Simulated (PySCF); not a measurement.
## Shapes and spin states of CCl₂

All numbers come from PBE0 in PySCF with C def2-TZVP, Cl def2-TZVP; no relativity; density-fitted integrals.

Relaxations began from a few typed shapes and spin states; open shells are unrestricted. The search is not exhaustive: other isomers or separated fragments can lie lower, and high-lying points may rest on an excited occupation.

| spin | group | bonds | angles | imaginary modes (cm⁻¹) | ΔE (kJ/mol) | ΔE with ZPE (kJ/mol) |
| --- | --- | --- | --- | --- | --- | --- |
| singlet | C2v | C–Cl 1.708 Å (×2) | Cl–C–Cl 109.5° | none | 0.0 | 0.0 |
| triplet | C2v | C–Cl 1.661 Å (×2) | Cl–C–Cl 128.8° | none | 55.6 | 56.5 |
| triplet | D∞h | C–Cl 1.615 Å (×2) | Cl–C–Cl 180.0° | 610i, 610i | 152.9 | – |
| singlet (closed shell, unstable to spin polarisation) | D∞h | C–Cl 1.594 Å (×2) | Cl–C–Cl 180.0° | 680i | 284.7 | – |

The lowest minimum found is the singlet C2v: C–Cl 1.708 Å (×2); Cl–C–Cl 109.5°.

Counting electrons, carbon keeps 2 of its valence electrons outside its bonds, so the VSEPR class is AX2E1 and the expected shape is bent (C2v), as computed.

The electron or spin density has lower symmetry than the nuclear frame for the singlet (closed shell, unstable to spin polarisation) D∞h at 284.7 kJ/mol.
